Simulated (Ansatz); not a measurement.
## Ga2S3 (Cc, No. 9)

Method: PBE0 (Ansatz, a first-principles code, PAW).

Settings: plane-wave cutoff 500 eV, 4×4×4 k mesh, gaussian smearing 0.02 eV, scalar-relativistic PAW data made under PBE.

Cell (relaxed with r²SCAN):

```
CELL_PARAMETERS angstrom
      5.62632    -3.22913    -0.00127
      5.62632     3.22913    -0.00127
     -3.64324     0.00000     6.04715
ATOMIC_POSITIONS crystal
  Ga 0.73059 0.86328 0.38054
  Ga 0.86328 0.73059 0.88054
  Ga 0.35834 0.55347 0.37072
  Ga 0.55347 0.35834 0.87072
  S  0.74708 0.57289 0.49742
  S  0.57289 0.74708 0.99742
  S  0.41427 0.24002 0.48797
  S  0.24002 0.41427 0.98797
  S  0.90986 0.08821 0.01435
  S  0.08821 0.90986 0.51435
```

| Quantity | Value |
|---|---|
| band gap | 3.63 eV (on the SCF k mesh) |

Note: cell and atoms aren't relaxed at this level (largest force component 0.03 eV/Å, pressure 0.2 GPa).

Spin–orbit coupling is not included.

The result took around 19 core-minutes (rough).
